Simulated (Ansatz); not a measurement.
# CH₄ (triplet): the correlation ladder at distance H1–H2 along a hydrogen transfer = 0.693 Å, cc-pVDZ

Aim: climb from Hartree-Fock through coupled cluster and multireference methods for CH₄ (triplet) at one geometry and basis, and see what each rung misses.

Computed with Ansatz 0.2.0, Gaussian basis. Level: cc-pVDZ, core rule «outside noble gas», up to 1 orbitals frozen.

Plan: UHF; CCSD(T) on ROHF; CCSD(T) on UHF; BCCD(T) on ROHF; CISD; CCSDT(Q) on ROHF; CCSDT(Q) on UHF; CISDTQ; CCSDTQ on ROHF; CCSDTQ on UHF; CASSCF and MRCISD+Q, 4 electrons in 4 orbitals; CASSCF and NEVPT2, 4 electrons in 4 orbitals; CASSCF and MRCISD+Q, 8 electrons in 8 orbitals; CASSCF and NEVPT2, 8 electrons in 8 orbitals; Full CI.

### Step 1. The geometry

The geometry derives from fragments relaxed apart (PBE0/def2-TZVP) and kept rigid, so it is no stationary point. A hydrogen atom is moved between rigid fragments.

5 atoms, charge 0, spin multiplicity 3.

Atoms are counted from 1 here; the program's logs count them from 0.

Bond lengths: H1–H2 0.693 Å, C3–H4 1.079 Å, C3–H5 1.079 Å. Angles: H4–C3–H5 134.8°.

### Step 2. UHF

Input file in.yaml:

```yaml
crystal:
  periodic: [false, false, false]
  atoms:
    - {symbol: H, position_ang: [-2.152947, 0.000000, 0.000000]}
    - {symbol: H, position_ang: [-1.459947, 0.000000, 0.000000]}
    - {symbol: C, position_ang: [0.200053, 0.000000, 0.000000]}
    - {symbol: H, position_ang: [0.614521, 0.000000, 0.996161]}
    - {symbol: H, position_ang: [0.614521, 0.000000, -0.996161]}
basis:
  gaussian: {orbitals: cc-pVDZ}
magnetization: {spin_polarized: true, initial_magnetization: 2}
hamiltonian: {xc: hf}
output: {orbitals: {seedname: orbitals}}
```

Run with:

```sh
$ ansatz run in.yaml --threads 1 --pin off --events-out ev --progress --plain --max-ram 3956MiB --backend cpu
```

The runs that follow: CCSD(T) on ROHF; CCSD(T) on UHF; BCCD(T) on ROHF; CISD; CCSDT(Q) on ROHF; CCSDT(Q) on UHF; CISDTQ; CCSDTQ on ROHF; CCSDTQ on UHF; CASSCF and MRCISD+Q, 4 electrons in 4 orbitals; CASSCF and NEVPT2, 4 electrons in 4 orbitals; CASSCF and MRCISD+Q, 8 electrons in 8 orbitals; CASSCF and NEVPT2, 8 electrons in 8 orbitals; Full CI.

**Question.** What will the summary of the whole plan be? Wanted: FCI below the RHF energy; RMP2 from FCI; UMP2 from FCI; RCCSD from FCI; RCCSD(T) from FCI; UCCSD(T) from FCI; RCCSDT(Q) from FCI; UCCSDT(Q) from FCI; NEVPT2 pair from FCI.

**Answer**, as computed:

| quantity | value |
| --- | --- |
| FCI below the RHF energy | -4.4283 eV |
| RMP2 from FCI | +857.3 meV |
| UMP2 from FCI | +839.1 meV |
| RCCSD from FCI | +79.3 meV |
| RCCSD(T) from FCI | +15.2 meV |
| UCCSD(T) from FCI | +14.6 meV |
| RCCSDT(Q) from FCI | +0.1 meV |
| UCCSDT(Q) from FCI | -0.7 meV |
| NEVPT2 pair from FCI | +830.5 meV |
| NEVPT2 valence from FCI | +701.8 meV |
| MRCISD+Q valence from FCI | +12.9 meV |
| levels within 1 kcal/mol (43 meV) | RCCSD(T), UCCSD(T), BCCD(T), RCCSDT, UCCSDT, CISDTQ, RCCSDT(Q), UCCSDT(Q), RCCSDTQ, UCCSDTQ, MRCISD+Q valence |
| T1 diagnostic | 0.023 |
| effectively unpaired electrons | 2.02 |

**Reading.** RCCSD(T) lands +15.2 meV from the yardstick (0.3 % of the correlation energy). One determinant dominates. Of the multireference levels listed MRCISD+Q valence comes nearest in total energy (+12.9 meV), which doesn't show that its space is the better one. These misses are within one basis, not against nature; the frozen cores of restricted and unrestricted runs differ, which can shift their rows.
